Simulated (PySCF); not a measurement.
# AlF and its ions

PBE0; PySCF, no relativity, basis sets Al def2-TZVPPD, F def2-TZVPPD. Neutral (UKS): singlet (closed shell), Re = 1.665 Å, ωe = 780 cm⁻¹, De = 6.77 eV, HOMO -7.18 eV, LUMO -1.37 eV.

AlF⁺ (UKS): doublet (σ ↑), Re = 1.601 Å, ωe = 935 cm⁻¹, De = 3.29 eV to Al⁺ + F. The energies at the minima are -342.17471 hartree for AlF and -341.82330 for AlF⁺.

(1) Work out the adiabatic ionisation energy, without and with harmonic zero-point energies (1 hartree = 27.2114 eV, 1 eV = 8065.5 cm⁻¹), and the change of the bond length.

For an ion De counts to the pair picked by the measured ionisation energies or electron affinities, which need not be the lowest pair at this level. States were picked by a PBE0 search and need not be the measured ground states.

Results:

(1) At PBE0: 0.35141 hartree = 9.562 eV between the minima; the zero-point term (935.0 − 780.0)/2 cm⁻¹ = +0.010 eV makes it 9.572 eV. Re changes by -6.4 pm against the neutral. Minus the HOMO energy is 7.18 eV, -2.38 eV from the value between the minima; self-interaction puts the Kohn–Sham level too high, less so with exact exchange. The electron leaves a σ orbital, and the shorter bond of the ion fits an antibonding orbital, or a change in how ionic the bond is.
